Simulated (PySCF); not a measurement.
Stretching AlH⁺

Set-up: Al 3-21G, H 3-21G; no relativity (PySCF 2.14). Energies in eV from Al⁺ + H in their ground configurations at the same level. State: ²Σ⁺ (doublet), unpaired electrons σ ↑.

| R (Å) | UHF-SCS-MP2 | M06-2X |
| --- | --- | --- |
| 1.418 | 0.0469 | -0.3869 |
| 1.484 | -0.1492 | -0.5802 |
| 1.550 | -0.2576 | -0.6876 |
| 1.599 | -0.2940 | -0.7239 |
| 1.649 | -0.3007 | -0.7308 |
| 1.698 | -0.2844 | -0.7146 |
| 1.764 | -0.2380 | -0.6672 |
| 1.847 | -0.1595 | -0.5835 |
| 1.946 | -0.0653 | -0.4698 |
| 2.078 | 0.0236 | -0.3318 |

Task: Put a parabola through the three lowest points of the UHF-SCS-MP2 curve and estimate Re, k and ωe (reduced mass 0.9715 u; 1 eV/Å² = 0.16022 mdyn/Å; ωe = 1302.8·√(k/μ) cm⁻¹).

Result: Through R = 1.599, 1.649, 1.698 Å the second-order coefficient is 4.71 eV/Å², so Re ≈ 1.638 Å, k ≈ 1.51 mdyn/Å and ωe ≈ 1624 cm⁻¹. A polynomial fit of higher order to the unrounded UHF-SCS-MP2 energies gives Re = 1.637 Å, k = 1.61 mdyn/Å, ωe = 1677 cm⁻¹; anharmonicity and rounding make the difference.

The higher-order fit for each curve: UHF-SCS-MP2: Re = 1.637 Å, ωe = 1677 cm⁻¹, De = 0.301 eV; M06-2X: Re = 1.637 Å, ωe = 1674 cm⁻¹, De = 0.73 eV.

Correlated steps freeze 5 core orbitals. For an ion De counts to the pair picked by the measured ionisation energies or electron affinities, which need not be the lowest pair at this level. 3-21G is very small, so such numbers show the basis as much as the molecule. The state was picked by a PBE0 search and need not be the measured ground state.
